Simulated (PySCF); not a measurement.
Calculation: PBE0-D4/def2-TZVP // PBE0-D4/def2-SVP run with PySCF. Gas-phase values, no solvent. Delta-SCF ions had no search for a lower state. 

Reference species (SMILES): `N` (neutral, multiplicity 1).

```json
{
  "HOMO–LUMO gap": "8.71 eV",
  "dipole_moment": "1.79 D",
  "vertical ionisation energy (Delta-SCF)": "10.87 eV"
}
```

Changed species: `O` (free base H2O; the reference has free base NH3).

Q: Predict the effect on the HOMO–LUMO gap, dipole moment and vertical ionisation energy (Delta-SCF).

A: the HOMO–LUMO gap rises by 1.02 eV, to 9.73 eV; the dipole moment increases by 0.31 D, to 2.10 D; the vertical ionisation energy (Delta-SCF) rises by 1.66 eV, to 12.53 eV.
